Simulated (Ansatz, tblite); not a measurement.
Spin states of the cluster Mg2S⁺, each relaxed with PBE0-D4/def2-TZVP in Ansatz. Electronic energies in the gas phase.

The xTB rows come from tblite. Correlated methods freeze 7 core orbitals; core or outer-core shells of Mg are correlated, in sets that lack core-valence functions. In CCSD on the charge 1 doublet the largest single amplitude is 0.38, so its Hartree–Fock determinant may place the open shell otherwise than the density functionals do. The structure comes from a short search, and lower isomers may exist.

Doublet geometry (C2v within 0.1 Å):

| atom | x (Å) | y (Å) | z (Å) |
| --- | --- | --- | --- |
| Mg1 | -1.580 | 1.240 | 0.016 |
| Mg2 | 1.656 | -0.929 | -0.656 |
| S3 | -0.075 | -0.311 | 0.640 |

Quartet geometry (C2v within 0.1 Å):

| atom | x (Å) | y (Å) | z (Å) |
| --- | --- | --- | --- |
| Mg1 | -0.663 | -0.724 | 2.028 |
| Mg2 | -0.071 | 0.501 | -2.196 |
| S3 | 0.734 | 0.223 | 0.168 |

⟨S²⟩: doublet 0.76 at PBE0-D4/def2-TZVP (pure 0.75), quartet 3.76 at PBE0-D4/def2-TZVP (pure 3.75).

Run but left out: HF/STO-3G (doublet: ⟨S²⟩ 1.75, where a pure state has 0.75); HF/def2-TZVP, HF/def2-TZVPP, MP2/def2-TZVP, MP2/def2-TZVPP (doublet: a determinant that CCSD turns far, T1 0.057).

Only these spin states were relaxed.

| level | quartet − doublet (kcal/mol) | lowest of these | remarks |
| --- | --- | --- | --- |
| GFN1-xTB | 44.5 | doublet | – |
| LDA (SPW92)/def2-TZVP | 45.5 | doublet | – |
| r2SCAN-D4/def2-TZVP | 35.2 | doublet | – |
| BHLYP-D4/def2-TZVP | 27.2 | doublet | – |
| CAM-B3LYP-D4/def2-TZVP | 28.3 | doublet | – |
| CCSD(T)/def2-TZVPP | 29.0 | doublet | large T1 (0.057) (doublet) |

Task: Estimate the rows for GFN2-xTB, PBE-D4/def2-TZVP, B97M-V/def2-TZVP, PBE0-D4/def2-TZVP, RPA@PBE/def2-TZVP, CCSD/def2-TZVPP.

Result: 
```
            level  quartet − doublet (kcal/mol)  lowest of these                     remarks
         GFN2-xTB                          37.9          doublet                           –
 PBE-D4/def2-TZVP                          38.5          doublet                           –
 B97M-V/def2-TZVP                          40.7          doublet                           –
PBE0-D4/def2-TZVP                          32.9          doublet                           –
RPA@PBE/def2-TZVP                          31.0          doublet                           –
  CCSD/def2-TZVPP                          25.2          doublet  large T1 (0.057) (doublet)
```

The xTB methods have no spin-polarisation term.
